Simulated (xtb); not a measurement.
fluorine (F2), SMILES FF. All values are semi-empirical tight-binding results from xtb (GFN2-xTB unless named), good for trends rather than for accurate numbers. Geometry: GFN2-xTB.

Optimised geometry:

```xyz
2

F      0.0000     0.0000    -0.7017
F      0.0000     0.0000     0.7017
```

point group as xtb finds it: D∞h
orbital gap: 4.60 eV
dipole moment: 0.00 D
static polarisability (D4 model): 7.2 bohr³
solvation energy, GFN2-xTB/ALPB(water): 3.1 kcal/mol
solvation energy, GFN2-xTB/ALPB(dmf): 1.8 kcal/mol

Give the atomic charges and the Wiberg bond orders between heavy atoms. (An estimate is asked for; the answer gives what the named calculation found.)

charges (e) F1 0.00, F2 0.00. Bond orders F1–F2 1.00.
